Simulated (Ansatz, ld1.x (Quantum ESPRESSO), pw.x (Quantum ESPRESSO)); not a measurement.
Equation-of-state test of one TM potential (Sn (Z = 50))

* Element: tin (Sn)
* Generator: ld1.x (Quantum ESPRESSO) 7.5
* Type: norm-conserving Troullier–Martins (Kleinman–Bylander form)
* Functional: PBE
* Relativity: scalar-relativistic
* Frozen core: [Kr] 4d10
* Valence charge: 4
* Reference configuration: 5s1 5p0 (charge +3)
* Partial waves: 5s (bound): rc 1.75 bohr; 5d channel at 0.15 Ry: rc 1.65 bohr; 5p (bound, empty): rc 2.15 bohr
* Local potential: the p channel
* Core correction: Bessel-smoothed model core inside 1.30 bohr

Crystal test: diamond Sn in pw.x 7.5, no spin, 8³ k-points, Fermi–Dirac smearing 0.01 Ry, cutoffs 55/220 Ry. The reference is all-electron LAPW (Ansatz 0.2.0) with the same functional, mesh and smearing; V0 and B0 come from Birch–Murnaghan fits to the pressures at five volumes. Errors are pseudo minus all-electron; Δ is the rms difference of the E(V) curves that follow from these fits, minima aligned, over ±6 % about the mean V0. Mesh and smearing are coarse, so the numbers serve the comparison and aren't converged zero-temperature values; the lattice is a test structure that the element need not adopt.

```json
{"V (Å³/atom)": "34.936", "P all-electron (GPa)": "2.25", "P pseudo (GPa)": "-1.67"}
{"V (Å³/atom)": "35.856", "P all-electron (GPa)": "1.13", "P pseudo (GPa)": "-2.52"}
{"V (Å³/atom)": "36.775", "P all-electron (GPa)": "0.16", "P pseudo (GPa)": "-3.24"}
{"V (Å³/atom)": "37.694", "P all-electron (GPa)": "-0.67", "P pseudo (GPa)": "-3.85"}
{"V (Å³/atom)": "38.614", "P all-electron (GPa)": "-1.39", "P pseudo (GPa)": "-4.36"}
```

All-electron: a0 = 6.661 Å (V0 = 36.95 Å³/atom), B0 = 35.1 GPa.

Pseudopotential: mean pressure error (GPa): -3.42. The pressure does not cross zero within the volumes sampled, so no fit is given. This is a poor potential for the solid. Note: ghost state, extra bound levels that the all-electron valence spectrum of the same l lacks: d at -38.1 eV. A true bound ghost makes a file unfit for plane-wave use.

Q: At the middle volume, how do free energy and pressure move when the wave cutoff is lowered (ecutrho kept at four times it)?

A:

| cutoff (Ry) | shift of F (meV/atom) | shift of P (GPa) |
| --- | --- | --- |
| 25 | +50.0 | -0.61 |
| 33 | +31.9 | +0.20 |
| 44 | +17.3 | -0.06 |

The run at the middle volume (29 k-points, 9 iterations) took about 15 s on one core of a shared host (Neoverse-V2, 96 threads, 742 GiB, load 43).
